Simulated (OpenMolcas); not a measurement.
**SiNH5 (SMILES [SiH3]N): a chain of runs**

Aim: a series of 13 runs (HF/ANO-XS-VDZ, CASSCF(8,8)/ANO-XS-VDZ, CASPT2[IPEA 0](8,8)/ANO-XS-VDZ, SC-NEVPT2(8,8)/ANO-XS-VDZ, CASPT2(7,8)/ANO-XS-VDZ, CASPT2(8,8)/ANO-XS-VDZ, MC-PDFT[ftPBE](8,8)/ANO-XS-VDZ) of H5NSi. 

The calculation is run with OpenMolcas 26.06.

2 further runs of the same task are left out: 2 set aside as unsound or not needed.

### 1 The system as given

SiNH5 has 7 atoms, charge 0, and is taken as a singlet. As SMILES, `[SiH3]N`. The coordinates come from a PBE0-D4/def2-TZVP relaxation.

Bond lengths: Si1–N2 1.720 Å, Si1–H3 1.486 Å, Si1–H4 1.486 Å, Si1–H5 1.494 Å, N2–H6 1.007 Å, N2–H7 1.007 Å. Angles: Si1–N2–H6 119.6°, Si1–N2–H7 119.6°, N2–Si1–H3 107.9°, N2–Si1–H4 107.9°, N2–Si1–H5 116.0°, H6–N2–H7 110.7°, H3–Si1–H4 110.5°, H3–Si1–H5 107.3°, H4–Si1–H5 107.3°.

### 2 A single-point energy at HF/ANO-XS-VDZ (DKH2, RICD fitting) (run 1)

step1.input

```
* H5NSi Hartree-Fock

&gateway
  coord
  7
  angstrom
  Si      -0.413010      -0.292700      -0.422350
  N        0.611760       0.348670       0.801280
  H       -0.018320      -1.706330      -0.653330
  H       -1.813170      -0.217090       0.068940
  H       -0.367930       0.402730      -1.743970
  H        0.391580       1.238230       1.219480
  H        1.609100       0.226510       0.729930
  basis = ANO-XS-VDZ
  group = NoSym
  ricd

&seward
  relativistic = R02E00

&scf
  prorbitals = 0
```

Started as:

```bash
$ export MOLCAS_MEM=1860
$ pymolcas step1.input > step1.log
```

The program printed:

```text
--- Start Module: gateway ---
[...]
--- Stop Module: gateway /rc=_RC_ALL_IS_WELL_ ---
--- Start Module: seward ---
[...]
      Basis functions           32
--- Stop Module: seward /rc=_RC_ALL_IS_WELL_ ---
--- Start Module: scf ---
[...]
       Convergence after  10 Iterations
[...]
::    Total SCF energy                               -346.8483663879
[...]
      Total spin, S                                     0.0000000000
[...]
      Total electronic charge=   26.000000
      Total            charge=   -0.000000
[...]
      Dipole Moment (debye):
      Origin of the operator (angstrom)=   -0.0678   -0.0715   -0.0208
                   X=  8.6607E-01               Y=  1.1109E+00               Z= -1.4233E-01           Total=  1.4158E+00
      Quadrupole Moment (debye*angstrom):
[...]
--- Stop Module: scf /rc=_RC_ALL_IS_WELL_ ---
[...]
```

Wall time 1.1 s (1 thread of Intel Xeon 6975P-C (Granite Rapids), shared host); peak memory 0.082 GiB.

### 3 The excited states at CASSCF(8,8)/ANO-XS-VDZ (DKH2, RICD fitting, 3 states averaged) (run 2)

step2.inp

```
>>> EXPORT MOLCAS_PRINT=2

&GATEWAY
 Coord
 7
 angstrom
 Si      -0.413010      -0.292700      -0.422350
 N        0.611760       0.348670       0.801280
 H       -0.018320      -1.706330      -0.653330
 H       -1.813170      -0.217090       0.068940
 H       -0.367930       0.402730      -1.743970
 H        0.391580       1.238230       1.219480
 H        1.609100       0.226510       0.729930
 Basis = ANO-XS-VDZ
 Group = NoSym
 RICD

&SEWARD
 Relativistic = R02E00

&RASSCF
 FileOrb = $CurrDir/step1.ScfOrb
 Spin = 1
 Nactel = 8 0 0
 Inactive = 9
 Ras2 = 8
 CIRoot = 3 3 1
 OrbListing = NoCore
```

Started as:

```bash
$ export MOLCAS_MEM=1860
$ pymolcas step2.inp > step2.log
```

The program printed:

```text
--- Start Module: gateway ---
[...]
--- Stop Module: gateway /rc=_RC_ALL_IS_WELL_ ---
--- Start Module: seward ---
[...]
      Basis functions           32
--- Stop Module: seward /rc=_RC_ALL_IS_WELL_ ---
--- Start Module: rasscf ---
[...]
      Number of active orbitals                  8
[...]
      Spin quantum number                      0.0
[...]
      Active orbitals                            8
[...]
      Number of CSFs                          1764
[...]
      Number of root(s) required                 3
[...]
      Convergence after 17 iterations
[...]
      printout of CI-coefficients larger than  0.05 for root  1
      energy=    -346.867293
      conf/sym  11111111     Coeff  Weight
             1  22220000  -0.97796 0.95641
             5  222u000d   0.06410 0.00411
            14  u222d000  -0.06011 0.00361
            43  2u2d0020  -0.05358 0.00287
            60  22020200   0.05128 0.00263
            67  22020002   0.05169 0.00267
[...]
      Natural orbitals and occupation numbers for root  1
      sym 1:   1.995594   1.987261   1.979644   1.974231   0.003159   0.014523   0.026237   0.019351
      Natural orbitals and occupation numbers for root  2
      sym 1:   1.984422   1.960831   1.972960   1.060252   0.942415   0.019586   0.034970   0.024562
      Natural orbitals and occupation numbers for root  3
      sym 1:   1.985322   1.955457   1.974425   1.007300   0.008626   0.994650   0.043041   0.031180
      ************************************************************************************************************************
      *                                                    Final results                                                     *
[...]
::    RASSCF root number  1 Total energy:   -346.86729266
::    RASSCF root number  2 Total energy:   -346.63336815
::    RASSCF root number  3 Total energy:   -346.56023789
[...]
      Total electronic charge=   26.000000
      Total            charge=   -0.000000
[...]
      Dipole Moment (debye):
      Origin of the operator (angstrom)=   -0.0678   -0.0715   -0.0208
                   X=  3.7508E+00               Y=  2.8511E+00               Z=  3.4495E+00           Total=  5.8392E+00
      Quadrupole Moment (debye*angstrom):
[...]
--- Stop Module: rasscf /rc=_RC_ALL_IS_WELL_ ---
[...]
```

Wall time 2.7 s (1 thread of Intel Xeon 6975P-C (Granite Rapids), shared host); peak memory 0.082 GiB.

The roots found:

| excited state | energy (eV) |
| --- | --- |
| 1 | 6.365 |
| 2 | 8.355 |

### 4 The excited states at CASSCF(8,8)/ANO-XS-VDZ (DKH2, RICD fitting, 3 states averaged) (run 3)

step3.inp

```
* H5NSi CASSCF
&GATEWAY
Coord
7
angstrom
Si      -0.413010      -0.292700      -0.422350
N        0.611760       0.348670       0.801280
H       -0.018320      -1.706330      -0.653330
H       -1.813170      -0.217090       0.068940
H       -0.367930       0.402730      -1.743970
H        0.391580       1.238230       1.219480
H        1.609100       0.226510       0.729930
Basis=ANO-XS-VDZ
Group=NoSym
RICD
&SEWARD
Relativistic=R02E00
&RASSCF
FileOrb=$CurrDir/step2.RasOrb
Spin=1
Nactel=8 0 0
Inactive=9
Ras2=8
CIRoot=3 3 1
OrbListing=NoCore
&RASSI
NrOfJobIphs=1 all
```

Started as:

```bash
$ export MOLCAS_MEM=1860
$ pymolcas step3.inp > step3.log
```

The program printed:

```text
--- Start Module: gateway ---
[...]
      Basis functions           32
[...]
--- Start Module: rasscf ---
[...]
      Number of active orbitals                  8
[...]
      Spin quantum number                      0.0
[...]
      Active orbitals                            8
[...]
      Number of CSFs                          1764
[...]
      Number of root(s) required                 3
[...]
      Convergence after  6 iterations
[...]
      printout of CI-coefficients larger than  0.05 for root  1
      energy=    -346.867296
      conf/sym  11111111     Coeff  Weight
             1  22220000  -0.97796 0.95641
             5  222u000d   0.06410 0.00411
            14  u222d000  -0.06013 0.00362
            43  2u2d0020  -0.05359 0.00287
            60  22020200   0.05128 0.00263
            67  22020002   0.05169 0.00267
[...]
      Natural orbitals and occupation numbers for root  1
      sym 1:   1.995595   1.987261   1.979644   1.974229   0.003160   0.014522   0.026238   0.019351
      Natural orbitals and occupation numbers for root  2
      sym 1:   1.984424   1.960832   1.972961   1.060257   0.942411   0.019585   0.034969   0.024561
      Natural orbitals and occupation numbers for root  3
      sym 1:   1.985322   1.955458   1.974423   1.007302   0.008628   0.994647   0.043039   0.031181
      ************************************************************************************************************************
      *                                                    Final results                                                     *
[...]
::    RASSCF root number  1 Total energy:   -346.86729564
::    RASSCF root number  2 Total energy:   -346.63336650
::    RASSCF root number  3 Total energy:   -346.56023655
[...]
      Total electronic charge=   26.000000
      Total            charge=   -0.000000
[...]
      Dipole Moment (debye):
      Origin of the operator (angstrom)=   -0.0678   -0.0715   -0.0208
                   X=  3.7507E+00               Y=  2.8513E+00               Z=  3.4499E+00           Total=  5.8394E+00
      Quadrupole Moment (debye*angstrom):
[...]
::    RASSI State    1     Total energy:    -346.86729564071857
::    RASSI State    2     Total energy:    -346.63336650278450
::    RASSI State    3     Total energy:    -346.56023654907767
[...]
  SPIN-FREE ENERGIES:
  (Shifted by EMIN (a.u.) =       -346.8672956407)
 SF State       Relative EMIN(au)   Rel lowest level(eV)    D:o, cm**(-1)
     1             0.0000000000        0.0000000000              0.0000
     2             0.2339291379        6.3655361265          51341.5113
     3             0.3070590916        8.3555035430          67391.6809
[...]
```

Run time: 2.2 s. Hardware: 1 thread of Intel Xeon 6975P-C (Granite Rapids), shared host; peak memory 0.082 GiB.

The roots found:

| excited state | energy (eV) | strength |
| --- | --- | --- |
| 1 | 6.366 | 0.0292 |
| 2 | 8.355 | 0.0141 |

Runs 4 to 12 aren't shown in full; the table further down has their settings and results.

### 5 A structure relaxation at CASSCF(8,8)/ANO-XS-VDZ (DKH2, RICD fitting, 3 states averaged, root 2) (run 13)

step13.input

```
* H5NSi CASSCF

&GATEWAY
 COORD
 7
 angstrom
 Si      -0.413010      -0.292700      -0.422350
 N        0.611760       0.348670       0.801280
 H       -0.018320      -1.706330      -0.653330
 H       -1.813170      -0.217090       0.068940
 H       -0.367930       0.402730      -1.743970
 H        0.391580       1.238230       1.219480
 H        1.609100       0.226510       0.729930
 BASIS=ANO-XS-VDZ
 GROUP=NoSym
 RICD
>>> COPY $CurrDir/step2.RasOrb $Project.RasOrb
>>> EXPORT MOLCAS_MAXITER=40
>>> Do While

&SEWARD
 RELATIVISTIC=R02E00

&RASSCF
 FILEORB=$Project.RasOrb
 SPIN=1
 NACTEL=8 0 0
 INACTIVE=9
 RAS2=8
 CIROOT=3 3 1
 RLXROOT=2
 ORBLISTING=Nothing

&SLAPAF
>>> EndDo
```

Started as:

```bash
$ export MOLCAS_MEM=1860
$ pymolcas step13.input > step13.log
```

The program printed:

```text
--- Start Module: gateway ---

                                              &GATEWAY

                       available to each process: 1.9 GB of memory, 1 thread

++    Symmetry information:
      ---------------------

                    Character Table for C1

                             E
                    a        1  x, y, xy, Rz, z, xz, Ry, yz, Rx, I
--

++    Basis set information:
      ----------------------

      Basis set label: SI.ANO-XS...4S3P.

      Electronic valence basis set:
      ------------------
      Associated Effective Charge  14.000000 au
      Associated Actual Charge     14.000000 au
      Nuclear Model: Finite nucleus - Gaussian distribution
        Gaussian exponent, Xi/bohr**(-2):  4.34677E+08

[... 256 lines left out ...]
      energy=    -346.633367
[... 293 lines left out ...]
      Spin density orbitals for root   2 are written to the SPDORB.2 file
[... 523 lines left out ...]
 Convergence not reached yet!
[... 751 lines left out ...]
Iter      Energy       Change     Norm      Max    Element    Max     Element     Final Energy Update Update   Index
[... 745 lines left out ...]
       +  Value      Threshold Converged? +  Value      Threshold Converged? +
[... 686 lines left out ...]
 Convergence not reached yet!
[... 621 lines left out ...]
 * Nuclear coordinates of the final structure / angstrom *
[... 40 lines left out ...]
               6 H6            7 H7
    6 H6       0.000000
    7 H7       1.683585        0.000000

                    **************************************
                    *    Valence Bond Angles / degree    *
                    **************************************
                          Atom centers                 Phi
                      3 H3       1 SI1      4 H4       117.41
                      3 H3       1 SI1      5 H5       117.19
                      4 H4       1 SI1      5 H5       118.19
                      6 H6       2 N2       7 H7       108.96
--
--- Stop Module: slapaf /rc=_RC_NOT_CONVERGED_ ---

.#######################.
.# Convergence problem #.
.#######################.

    Timing: Wall=122.48 User=104.68 System=16.18
```

It took 2.1 min on 1 thread of Intel Xeon 6975P-C (Granite Rapids), shared host; peak memory 0.082 GiB.

No converged result was reached.

### 6 All runs side by side

| run | level | starting guess | task | partner | energy (Eh) | dipole moment (D) of the reference | wall time |
| --- | --- | --- | --- | --- | --- | --- | --- |
| 1 | HF/ANO-XS-VDZ (DKH2, RICD fitting) | – | energy | base | -346.848366 | 1.42 | 1.1 s |
| 2 | CASSCF(8,8)/ANO-XS-VDZ (DKH2, RICD fitting, 3 states averaged) | orbitals of step 1 | excited | base | -346.867293 | 1.46 | 2.7 s |
| 3 | CASSCF(8,8)/ANO-XS-VDZ (DKH2, RICD fitting, 3 states averaged) | orbitals of step 2 | excited | base | -346.867296 | 1.46 | 2.2 s |
| 4 | CASPT2[IPEA 0](8,8)/ANO-XS-VDZ (DKH2, RICD fitting, ipea shift 0 Eh, pt2 variant XMS, 3 states averaged) | orbitals of step 2 | excited | base | -347.042210 | 1.46 | 4.5 s |
| 5 | CASSCF(8,8)/ANO-XS-VDZ (DKH2, RICD fitting, root 2, 3 states averaged) | orbitals of step 2 | gradient | base | -346.633367 | – | 2.4 s |
| 6 | CASPT2[IPEA 0](8,8)/ANO-XS-VDZ (DKH2, RICD fitting, ipea shift 0 Eh, pt2 variant SS, 3 states averaged) | orbitals of step 2 | excited | base | -347.032033 | 1.46 | 3.9 s |
| 7 | SC-NEVPT2(8,8)/ANO-XS-VDZ (DKH2, RICD fitting, pt2 variant QD-SC-NEVPT2, 3 states averaged) | orbitals of step 2 | excited | base | -347.039440 | 1.46 | 5.4 s |
| 8 | CASPT2(7,8)/ANO-XS-VDZ (DKH2, RICD fitting, ipea shift 0.25 Eh, pt2 variant SS, 3 states averaged, sigma1 shift 0.2) | orbitals of step 2 | excited | cation | -346.698741 | – | 5.7 s |
| 9 | CASPT2(8,8)/ANO-XS-VDZ (DKH2, RICD fitting, casscf thresholds set, ipea shift 0.25 Eh, pt2 variant XMS, 3 states averaged) | orbitals of step 2 | excited | base | -347.041323 | 1.46 | 4.8 s |
| 10 | CASSCF(8,8)/ANO-XS-VDZ (DKH2, RICD fitting) | orbitals of step 2 | optimise | base | -346.912576 | 0.84 | 15 s |
| 11 | MC-PDFT[ftPBE](8,8)/ANO-XS-VDZ (DKH2, RICD fitting, 3 states averaged) | orbitals of step 2 | excited | base | -347.669959 | – | 7.2 s |
| 12 | CASPT2[IPEA 0](8,8)/ANO-XS-VDZ (DKH2, RICD fitting, ipea shift 0 Eh, pt2 variant MS, 3 states averaged) | orbitals of step 2 | excited | base | -347.032183 | 1.46 | 6 s |
| 13 | CASSCF(8,8)/ANO-XS-VDZ (DKH2, RICD fitting, 3 states averaged, root 2) | orbitals of step 2 | optimise | base | not converged | – | 2.1 min |

### 7 Outcome

| quantity | value |
| --- | --- |
| run 12, CASPT2[IPEA 0](8,8)/ANO-XS-VDZ: energy of the lowest of 3 roots | -347.03218 Eh |
| run 12, CASPT2[IPEA 0](8,8)/ANO-XS-VDZ: dipole moment (CASSCF density) | 1.46 D |
| run 12, CASPT2[IPEA 0](8,8)/ANO-XS-VDZ: lowest excitation energy within this active space | 6.76 eV |

All runs together took 3.1 min, the longest 2.1 min. 1 of the 13 runs did not end normally.
